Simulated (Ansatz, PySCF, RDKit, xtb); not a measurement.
**Solving CH2FS, step by step**

Task: start from the formula CH2FS (odd number of electrons), draw up candidate structures, narrow them down in stages, and characterise the one that lies lowest at 298.15 K.

Plan: many cheap relaxations first (GFN2-xTB), then density-functional screening, relaxation at r2SCAN-D4/def2-TZVP, vibrations and a final energy. The numbers are computed, not measured.

3 further runs of the same task are left out: 3 set aside as unsound or not needed.

### Step 1. Drawing up candidates

All bonding patterns within simple valence rules are listed by program: one Lewis structure each, at most two rings and one unusual centre or charged pair. O–O, O–halogen and N–halogen bonds and N–N–N chains are not drawn. That gives 4 candidates.

| label | SMILES | spin |
| --- | --- | --- |
| c084 | F[CH]S | doublet |
| c138 | [CH2]SF | doublet |
| c399 | FC[S] | doublet |
| c806 | [CH]=[SH]F | doublet |

Candidates are built by distance geometry, with a force field where one applies, in up to four conformers (letters a to d). 6 starts with atoms placed at random are added, to find patterns that the rules miss.

Q: Predict the outcome of this search (final energies at CCSD(T)/def2-TZVP).

| quantity | value |
| --- | --- |
| lowest structure found | FC[S], doublet, Cs |
| next finalist | F[CH]S, doublet, 10.5 kcal/mol higher in G |
| share at equilibrium, among the finalists | 100.0 % |
| harmonic wavenumbers, lowest and highest (r2SCAN-D4/def2-TZVP) | 389 and 3045 cm⁻¹ |
| rotational constants, same geometry | 1.495, 0.1876, 0.1722 cm⁻¹ |
| dipole moment (PBE0/def2-TZVPD) | 1.69 D |
| HOMO energy (highest over α and β) (PBE0/def2-TZVPD) | -7.54 eV |
| LUMO energy (lowest over α and β) (PBE0/def2-TZVPD) | -4.30 eV |
| lowest excitation (TD-B3LYP/def2-SVPD) | 0.51 eV (f = 0.000) |
| strongest of the states computed, same level | 4.54 eV (f = 0.019) |
| vertical ionisation energy (to the singlet cation) | 11.19 eV |
| vertical electron affinity | 2.15 eV |
| vertical quartet less doublet | +5.71 eV |

The search ends on `FC[S]`. Among the finalists first place is clear (10.5 kcal/mol); structures outside the list aren't covered. GFN2-xTB, HF/STO-3G, r2SCAN-D4/def2-SVP, r2SCAN-D4/def2-TZVP, HF/def2-TZVP and MP2/def2-TZVP already put its bonding pattern lowest among the structures in one piece. The stability test raises a flag; for an open shell a flag towards a general spinor solution can be the free rotation of the spin. The search is not exhaustive (a finite list of starts, one conformer a finalist), so a lower isomer can't be ruled out.
